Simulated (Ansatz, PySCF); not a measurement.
The pair A = C2H4 (SMILES C=C) (first 6 atoms), B = C2H4 (SMILES C=C); geometry from A24 set.
(charge 0, multiplicity 1):
```xyz
12

H      0.924    -1.232    -1.906
H     -0.924    -1.232    -1.906
H     -0.924     1.232    -1.906
H      0.924     1.232    -1.906
C      0.000     0.667    -1.906
C      0.000    -0.667    -1.906
H      0.000     1.233     2.829
H      0.000     1.225     0.978
H      0.000    -1.225     0.978
H      0.000    -1.233     2.829
C      0.000    -0.667     1.906
C      0.000     0.667     1.906
```

Rows in 6-31G* carry no dispersion term and start afresh at each structure (6-31G* with six Cartesian d functions). MP2/6-31G* freezes PySCF's default core.

Codes used: Ansatz (Gaussian basis) for Hartree–Fock, density functionals and correlated methods; PySCF for 6-31G* rows. Each number belongs to the level named beside it.

Total energies (hartree), monomers frozen at their geometry in the pair:

```tsv
structure	HF/aug-cc-pVDZ	PBE/def2-TZVPPD	MP2/6-31G*
AB	-156.0860959	-157.0044361	-156.5719396
A in the pair's basis	-78.0438195	-78.5019491	-78.2863289
B in the pair's basis	-78.0436940	-78.5018607	-78.2852497
A	-78.0435524	-78.5018519	-78.2849942
B	-78.0435474	-78.5018353	-78.2849676
```

Task: Work out the interaction energy without and with the counterpoise correction, and the superposition error, for each level.

Result: 
E(AB) − E(A) − E(B), times 627.509 kcal/mol, with the monomers in their own basis and then in the pair's basis:
- HF/aug-cc-pVDZ: 0.63 uncorrected, 0.89 corrected; the monomers gain 0.26 kcal/mol from borrowed functions
- PBE/def2-TZVPPD: -0.47 uncorrected, -0.39 corrected; the monomers gain 0.08 kcal/mol from borrowed functions
- MP2/6-31G*: -1.24 uncorrected, -0.23 corrected; the monomers gain 1.01 kcal/mol from borrowed functions

Ansatz is a quantum-chemistry and plane-wave program.
